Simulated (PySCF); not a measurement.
**Al2 (triplet): spin, charge, geometry and surroundings**

How does Al2 (triplet) answer to another spin, charge, distance or environment?

Computed with PySCF 2.14.0. Level: each script names its method and basis.

4 further runs of the same task are left out: 4 that didn't finish.

### Step 1. The starting structure

Al2 (triplet): 2 atoms, charge 0, spin multiplicity 3.

Bond lengths: Al1–Al2 2.510 Å.

### Step 2. The run that the others are compared with

input.py reads:

```python
from pyscf import gto, scf, cc

mol = gto.M(
    atom='Al 0 0 0; Al 0 0 2.51',
    basis='def2-svp',
    charge=0,
    spin=2,
    symmetry=True,
    verbose=4,
)
mf = scf.UHF(mol)
mf.kernel()
mycc = cc.CCSD(mf)
mycc.kernel()
mycc.ccsd_t()
mf.dip_moment()
print('orbital energies (hartree):', [e[max(0, n-3):n+3].round(4) for e, n in zip(mf.mo_energy, mol.nelec)])
```

On the command line:

```bash
$ OMP_NUM_THREADS=1 python input.py
```

Its log is not repeated here.

It gives: E(SCF) = -483.592623 Eh, 10 cycles, E(CCSD) − E(SCF) = -0.12716 Eh, (T) = -0.00765 Eh, ⟨S²⟩ = 2.029, μ = 0.00 D (of the SCF density).

The bond length is a typed value, not an optimised one. The triplet is typed in the script; nothing here shows that it is the ground state.

### Step 3. Electric field -0.01 a.u.

Edit 1 changes electric field: none → -0.01 a.u.; point-group symmetry: on → off.

input.py reads:

```python
from pyscf import gto, scf, cc

mol = gto.M(
    atom='Al 0 0 0; Al 0 0 2.51',
    basis='def2-svp',
    charge=0,
    spin=2,
    verbose=4,
)
mf = scf.UHF(mol)
field = -0.01  # electric field along z, atomic units
h = mf.get_hcore() + field*mol.intor('int1e_r')[2]
mf.get_hcore = lambda *args: h
e_nuc = mol.energy_nuc() - field*mol.atom_charges() @ mol.atom_coords()[:, 2]
mf.energy_nuc = lambda *args: e_nuc
mf.kernel()
mycc = cc.CCSD(mf)
mycc.kernel()
mycc.ccsd_t()
mf.dip_moment()
print('orbital energies (hartree):', [e[max(0, n-3):n+3].round(4) for e, n in zip(mf.mo_energy, mol.nelec)])
```

On the command line:

```bash
$ OMP_NUM_THREADS=1 python input.py
```

### Step 4. Bond 2.585 Å

Edit 2 changes bond length: 2.51 Å → 2.585 Å.

Edit input.py of step 2 so:

```diff
@@ -3,3 +3,3 @@
 mol = gto.M(
-    atom='Al 0 0 0; Al 0 0 2.51',
+    atom='Al 0 0 0; Al 0 0 2.585',
     basis='def2-svp',
```

### Step 5. Electric field 0.2 a.u.

Edit 3 changes electric field: none → 0.2 a.u.; point-group symmetry: on → off.

Edit input.py of step 2 so:

```diff
@@ -7,3 +7,2 @@
     spin=2,
-    symmetry=True,
     verbose=4,
@@ -11,2 +10,7 @@
 mf = scf.UHF(mol)
+field = 0.2  # electric field along z, atomic units
+h = mf.get_hcore() + field*mol.intor('int1e_r')[2]
+mf.get_hcore = lambda *args: h
+e_nuc = mol.energy_nuc() - field*mol.atom_charges() @ mol.atom_coords()[:, 2]
+mf.energy_nuc = lambda *args: e_nuc
 mf.kernel()
```

### Step 6. Charge -1 (quartet)

Edit 4 changes charge: 0 → -1; spin (2S): 2 → 3.

Edit input.py of step 2 so:

```diff
@@ -5,4 +5,4 @@
     basis='def2-svp',
-    charge=0,
-    spin=2,
+    charge=-1,
+    spin=3,
     symmetry=True,
```

### Step 7. Electric field 0.05 a.u.

Edit 5 changes electric field: none → 0.05 a.u.; point-group symmetry: on → off.

Edit input.py of step 2 so:

```diff
@@ -7,3 +7,2 @@
     spin=2,
-    symmetry=True,
     verbose=4,
@@ -11,2 +10,7 @@
 mf = scf.UHF(mol)
+field = 0.05  # electric field along z, atomic units
+h = mf.get_hcore() + field*mol.intor('int1e_r')[2]
+mf.get_hcore = lambda *args: h
+e_nuc = mol.energy_nuc() - field*mol.atom_charges() @ mol.atom_coords()[:, 2]
+mf.energy_nuc = lambda *args: e_nuc
 mf.kernel()
```

What does the calculation give? Wanted: for each run, E(SCF); from base; gap, α spin; after the SCF.

The runs gave:

```
                                  run  E(SCF) (hartree)  from base (eV)  cycles  gap, α spin (eV)                  after the SCF
                                 base       -483.592623               0      10              5.90  CCSD(T) correlation -3.669 eV
            electric field -0.01 a.u.       -483.601595         -0.2441      16              5.92  CCSD(T) correlation -3.632 eV
                         bond 2.585 Å       -483.592457         +0.0045      10              5.77  CCSD(T) correlation -3.643 eV
electric field 0.2 a.u. (poor choice)       -485.985389  not comparable      11             10.44  CCSD(T) correlation -1.850 eV
                  charge -1 (quartet)       -483.631857         -1.0676       9              7.06  CCSD(T) correlation -3.757 eV
             electric field 0.05 a.u.       -483.805242         -5.7856      15              6.19  CCSD(T) correlation -2.989 eV
```

What this shows: The largest comparable shift of the SCF energy, -5.786 eV, comes with the run “electric field 0.05 a.u.”. At the SCF level, adding an electron (to the quartet) releases 1.07 eV at fixed geometry. Rows marked «poor choice» come from settings spoiled on purpose.
